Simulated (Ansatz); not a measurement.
Input file:

```yaml
crystal:
  periodic: [false, false, false]
  atoms:
    - {symbol: N, position_ang: [-1.119430, -0.018354, -0.028568]}
    - {symbol: H, position_ang: [-1.416709, 0.949480, -0.028568]}
    - {symbol: H, position_ang: [-1.416709, -0.420653, 0.851691]}
    - {symbol: H, position_ang: [-0.106969, -0.018354, -0.028568]}
    - {symbol: C, position_ang: [1.269570, -0.018354, -0.028568]}
    - {symbol: H, position_ang: [1.684039, -0.018354, 0.967593]}
    - {symbol: H, position_ang: [1.684038, -0.018354, -1.024729]}
basis:
  gaussian: {orbitals: cc-pVDZ}
magnetization: {spin_polarized: true, initial_magnetization: 2}
hamiltonian: {xc: {name: PBE}}
correlation: {method: rpa, electrons: outside_noble_gas}
```

```sh
$ ansatz run in.yaml --threads 1 --pin off --events-out ev --progress --plain --max-ram 2816MiB --backend cpu
```

Roughly how long does this take on 1 thread of AMD EPYC 7R13, shared host, and how much host memory?

1.3 s wall and 0.16 GiB.

```
480 factors; integrals over basis functions are off by at most 1.4e-3 eV
mean field evaluation 1: about -2592.9894 eV, gradient 4.1e1 eV
mean field evaluation 2: about -2592.9842 eV, gradient 4.1e1 eV
mean field evaluation 4: about -2598.0641 eV, gradient 1.9e1 eV
mean field evaluation 8: about -2600.1191 eV, gradient 1.9e-1 eV
mean field evaluation 16: about -2600.1193 eV, gradient 6.4e-6 eV
mean field evaluation 32: about -2585.6943 eV, gradient 2.6e1 eV
mean field -2600.11928759 eV, -95.5526213949 hartree, gradient 6.4e-6 eV, S^2 2.006281; 0 other end points of the search recorded, 0 dependent functions left out
2 core orbitals not correlated: weight in the atoms' cores, before any rotation towards them, 1.000 or more for the frozen orbitals, at most 0.000 for the correlated occupied ones
reference -2586.68563437 eV, -95.0589437445 hartree; 8, 6 occupied and 43, 45 virtual orbitals, 480 factors
Total energy: -2600.72411302 eV, -95.5748483192 hartree
```
